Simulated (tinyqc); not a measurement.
RKS/exchange-only LDA in the sto-3g basis, for LiH, spin multiplicity 1, step by step. Computed by tinyqc, a small Python program that keeps every step (integrals from PySCF). Settings: charge = 0, multiplicity = 1, basis = sto-3g, energy threshold = 1e-08, iteration cap = 64, orthogonalisation = canonical, start = Wolfsberg-Helmholz matrix, DIIS depth = 0, method = RKS, functional = Slater exchange alone, grid = [40, 26]. Command: `OMP_NUM_THREADS=1 python tinyqc.py 30158 30159 out.jsonl` (the two numbers bound the seeds that draw the settings). One thread of a shared host (Intel(R) Xeon(R) Processor @ 2.60GHz), about 0.3 s of CPU time with the checks.

Geometry (angstrom):
```
atom         x         y         z
Li    0.000000  0.000000  0.000000
H     0.000000  0.000000  1.511000
```

Stop when the energy changes by less than 1e-08 hartree and every element of the error matrix X^T (F D S - S D F) X is below 3e-05.

Course of the cycle:
```
iteration  E (hartree)     change  largest element of the error matrix
1          -7.54007027          -                             1.69e-01
2          -7.53083234   9.24e-03                             1.52e-01
3          -7.53995493  -9.12e-03                             1.95e-01
4          -7.51824483   2.17e-02                             1.71e-01
5          -7.53195015  -1.37e-02                             2.18e-01
6          -7.49732440   3.46e-02                             1.84e-01
7          -7.51961421  -2.23e-02                             2.50e-01
8          -7.45915942   6.05e-02                             1.92e-01
9          -7.50011198  -4.10e-02                             2.91e-01
10         -7.38894304   1.11e-01                             2.04e-01
11         -7.47184000  -8.29e-02                             3.38e-01
12         -7.28778523   1.84e-01                             2.60e-01
13         -7.44332257  -1.56e-01                             3.75e-01
14         -7.20739260   2.36e-01                             2.84e-01
...                ...        ...                                  ...
51         -7.42288292  -2.57e-01                             3.95e-01
52         -7.16547790   2.57e-01                             2.90e-01
53         -7.42288292  -2.57e-01                             3.95e-01
54         -7.16547790   2.57e-01                             2.90e-01
55         -7.42288292  -2.57e-01                             3.95e-01
56         -7.16547790   2.57e-01                             2.90e-01
57         -7.42288292  -2.57e-01                             3.95e-01
58         -7.16547790   2.57e-01                             2.90e-01
59         -7.42288292  -2.57e-01                             3.95e-01
60         -7.16547790   2.57e-01                             2.90e-01
61         -7.42288292  -2.57e-01                             3.95e-01
62         -7.16547790   2.57e-01                             2.90e-01
63         -7.42288292  -2.57e-01                             3.95e-01
64         -7.16547790   2.57e-01                             2.90e-01
```

Can the last value be used, and what does the course show?

Not by the stop rule. Not converged within the cap of 64 iterations: the residual has stopped falling: the iteration swings between two states. Reruns (cap 100 unless said): DIIS 8: converged in 6; damping 0.5: converged in 23; level shift 0.5: converged in 33; atomic densities as start, DIIS 8: converged in 6; the original settings with a cap of 400: not converged. PySCF RKS in the same basis, fine grid = -7.57345817 hartree, which differs from a converged run on this coarse grid by the grid error.
